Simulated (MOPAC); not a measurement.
MOPAC input (PM7):

```
PM7 1SCF CHARGE=-1 GEO-OK AUX(PRECISION=9) THREADS=1
H2P

P     0.00056199 1    0.07657355 1    0.08927023 1
H     1.02683735 1   -0.58960829 1   -0.66288796 1
H    -1.03526727 1   -0.55899489 1   -0.67616545 1
```

Task: What heat of formation does the run end on, and which ionisation energy by Koopmans theorem?

Result: -63.28 kcal/mol; 4.67 eV.
